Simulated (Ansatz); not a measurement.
# CH₃ClF−: a reaction path by the nudged elastic band

What path joins these two structures, and how high does it climb? Both ends were relaxed at PBE0-D4 in triple zeta. A second band with other settings follows.

The runs use Ansatz 0.2.0, Gaussian basis; PBE0-D4/def2-SVPD.

10 further runs of the same task are left out: 10 set aside as unsound or not needed.

### Step 1. Starting geometry

The first end: 6 atoms, charge -1, spin multiplicity 1.

Atoms are counted from 1 here; the program's logs count them from 0.

Bond lengths: F1–C2 1.408 Å, C2–H4 1.088 Å, C2–H5 1.088 Å, C2–H6 1.088 Å. Angles: F1–C2–H4 109.3°, F1–C2–H5 109.3°, F1–C2–H6 109.3°, H4–C2–H5 109.7°, H4–C2–H6 109.7°, H5–C2–H6 109.7°.

Geometry (Å):

```xyz
6
CH3ClF
F    -1.0451    0.9740    1.2346
C    -0.2659    0.2473    0.3143
Cl    1.5130   -1.4073   -1.7877
H    -0.9130   -0.4078   -0.2653
H     0.2439    0.9409   -0.3511
H     0.4673   -0.3471    0.8554
```

The second end:

```
F    -1.2195    1.1338    1.4411
C     0.1471   -0.1367   -0.1738
Cl    1.1735   -1.0909   -1.3865
H    -0.8813   -0.4404   -0.3067
H     0.2772    0.9137   -0.3910
H     0.5031   -0.3795    0.8170
```

### Step 2. The band at PBE0-D4/def2-SVPD

File neb/in.yaml:

```yaml
crystal:
  periodic: [false, false, false]
  atoms:
    - {symbol: F, position_ang: [-1.045146, 0.974019, 1.234591]}
    - {symbol: C, position_ang: [-0.265932, 0.247299, 0.314260]}
    - {symbol: Cl, position_ang: [1.512966, -1.407342, -1.787727]}
    - {symbol: H, position_ang: [-0.913006, -0.407766, -0.265322]}
    - {symbol: H, position_ang: [0.243854, 0.940872, -0.351140]}
    - {symbol: H, position_ang: [0.467265, -0.347081, 0.855439]}
basis:
  gaussian: {orbitals: def2-SVPD}
total_charge: -1
hamiltonian: {xc: pbe0, dispersion: d4}
neb:
  images: 5
  climbing: true
  max_iterations: 40
  initial_path: idpp
  final_atoms:
    - {symbol: F, position_ang: [-1.219523, 1.133823, 1.441111]}
    - {symbol: C, position_ang: [0.147054, -0.136678, -0.173786]}
    - {symbol: Cl, position_ang: [1.173483, -1.090945, -1.386529]}
    - {symbol: H, position_ang: [-0.881336, -0.440365, -0.306738]}
    - {symbol: H, position_ang: [0.277245, 0.913715, -0.391008]}
    - {symbol: H, position_ang: [0.503078, -0.379550, 0.817049]}
```

On the command line:

```sh
$ ansatz run in.yaml --threads 2 --pin off --events-out ev --progress --plain --max-ram 4352MiB
```

### Step 3. The band at PBE0-D4/def2-SVP, other settings

Changes to neb/in.yaml since step 2:

```diff
@@ -10,3 +10,3 @@
 basis:
-  gaussian: {orbitals: def2-SVPD}
+  gaussian: {orbitals: def2-SVP}
 total_charge: -1
@@ -14,6 +14,6 @@
 neb:
-  images: 5
-  climbing: true
-  max_iterations: 40
-  initial_path: idpp
+  images: 3
+  climbing: false
+  max_iterations: 25
+  initial_path: linear
   final_atoms:
```

Before running it: what results should come out? Wanted: from earlier runs: barrier over the separately found saddle, CCSD(T)/def2-TZVPPD.

**Answer**, as computed:

| quantity | value |
| --- | --- |
| PBE0-D4/def2-SVPD, 6 iterations | highest 29.5 kcal/mol (image 5), last end +28.2 kcal/mol |
| PBE0-D4/def2-SVP, 5 iterations | highest 36.7 kcal/mol (image 4), last end +36.7 kcal/mol |
| from earlier runs: barrier over the separately found saddle, CCSD(T)/def2-TZVPPD | 29.3 kcal/mol |

What this shows: The highest image lies 29.5 kcal/mol above the first end, and it climbed, so it estimates the saddle. The ends are not quite minima at this level (largest force component 0.30 eV/Å), so the heights are unreliable: relaxing the first end would lower it and raise the barrier above it. The highest image is 0.3 kcal/mol above the CCSD(T) barrier in triple zeta, which comes from separate runs on the saddle. The second band's highest image lies at 36.7 kcal/mol, an end point, so it found no barrier.
